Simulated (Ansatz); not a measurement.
CO2, SMILES O=C=O: the interaction energy of a dimer with the counterpoise correction, run with the Ansatz DFT code, driven from Python.

`co2.py`
```python
# -*- coding: utf-8 -*-
"""Interaction energy of two CO2 molecules, with the counterpoise correction."""

from dataclasses import dataclass

import ansatz as az


@dataclass
class Options:
    basis: str = "def2-SVP"
    level: str = "MP2"


settings = Options()

FIRST = [
    ("O", (0.3674, -1.0795, 0.0872)),
    ("C", (0.0002, 0.0001, 0.0001)),
    ("O", (-0.3675, 1.0794, -0.0873)),
]
SECOND = [
    ("O", (2.6745, 1.1051, -1.4479)),
    ("C", (2.5608, 0.8064, -2.5459)),
    ("O", (2.4475, 0.5072, -3.6438)),
]

def energy(atoms, ghosts=()):
    molecule = az.Crystal.molecule()
    for symbol, xyz in atoms:
        molecule = molecule.atom(symbol, xyz)
    calc = (
        molecule.calculation()
        .basis(gaussian=settings.basis)
        .correlation(settings.level, electrons="valence")
        .accuracy("medium")
    )
    deck = calc.input()
    if ghosts:
        deck = deck.set(az.key.basis.gaussian.ghost_atoms, [{"symbol": s, "position_ang": list(xyz)} for s, xyz in ghosts])
    return az.Session.from_dict(deck).plan().execute().report["free_energy_ev"]

# ghost atoms carry the functions of the partner
both = energy(FIRST + SECOND)
alone = energy(FIRST) + energy(SECOND)
ghosted = energy(FIRST, SECOND) + energy(SECOND, FIRST)
print(f"dimer {both:.6f} eV")
print(f"interaction, uncorrected   {(both - alone):8.3f} eV")
print(f"interaction, counterpoise  {(both - ghosted):8.3f} eV")
print(f"basis-set superposition    {(alone - ghosted):8.3f} eV")
```

How large is the interaction at this pose, and how much of it is basis-set superposition?

Uncorrected it is -0.040 eV, with the counterpoise correction -0.007 eV; the difference, 0.03 eV, is the superposition error.

What the script printed:

```console
$ python co2.py
dimer -10229.568718 eV
interaction, uncorrected     -0.040 eV
interaction, counterpoise    -0.007 eV
basis-set superposition       0.032 eV
```

The settings weren't tested for convergence. The dimer is a generated trial pose of unrelaxed monomers, not a minimum, so the figure is no binding energy, and the basis set is small. Wall time of the script: 1.7 s on 1 thread of Intel(R) Xeon(R) 6975P-C (Granite Rapids), with other jobs on the host, peak memory 0.2 GiB.

(A comment or docstring line of the script was reworded after the run, the code is as it ran; lines on the test bed's own set-up are left out of the output.)
